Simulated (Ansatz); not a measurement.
Relaxation of BClH₄ (6 atoms, charge 0, multiplicity 1), to a largest force component of 0.03 eV/Å in at most 50 steps.

Theory: Ansatz 0.2.0, RKS LDA/def2-SVPD.

```xyz
6
Properties=species:S:1:pos:R:3
B 0.022 -0.520 -0.249
H 0.028 0.292 1.991
H 1.082 0.040 -0.401
H -1.071 -0.026 -0.398
Cl 0.077 -2.315 0.016
H -0.008 -0.394 1.731
```

Question: Where does it end, and by what steps?

Answer: It converged. After 14 steps the energy has fallen by 0.453 eV; H2 moved furthest, 0.83 Å. Joined: B1–H2 (2.38 → 1.37 Å), B1–H6 (1.98 → 1.37 Å).

| step | energy less start (eV) | largest force component (eV/Å) | accepted |
| --- | --- | --- | --- |
| 0 | 0.0000 | 1.891 | yes |
| 1 | -0.0656 | 1.054 | yes |
| 2 | -0.0783 | 0.975 | yes |
| 3 | -0.1188 | 0.615 | yes |
| 4 | -0.1549 | 0.645 | yes |
| 5 | -0.1792 | 0.417 | yes |
| 6 | -0.1946 | 0.653 | yes |
| 7 | -0.2246 | 0.547 | yes |
| 8 | -0.2854 | 0.620 | yes |
| 9 | -0.3734 | 0.635 | yes |
| 10 | -0.4091 | 0.666 | yes |
| 11 | -0.4426 | 0.379 | yes |
| 12 | -0.4461 | 0.185 | yes |
| 13 | -0.4526 | 0.039 | yes |
| 14 | -0.4528 | 0.025 | yes |

```xyz
6
Properties=species:S:1:pos:R:3
B 0.014 -0.503 0.167
H 0.457 -0.105 1.401
H 0.936 0.206 -0.208
H -1.070 -0.028 -0.140
Cl 0.218 -2.286 0.039
H -0.426 -0.208 1.431
```

Whether the end is a true minimum wasn't checked by a vibrational analysis.

The run took 15 s on 1 thread of Arm Neoverse V1, on a shared host, peak memory 0.12 GiB.
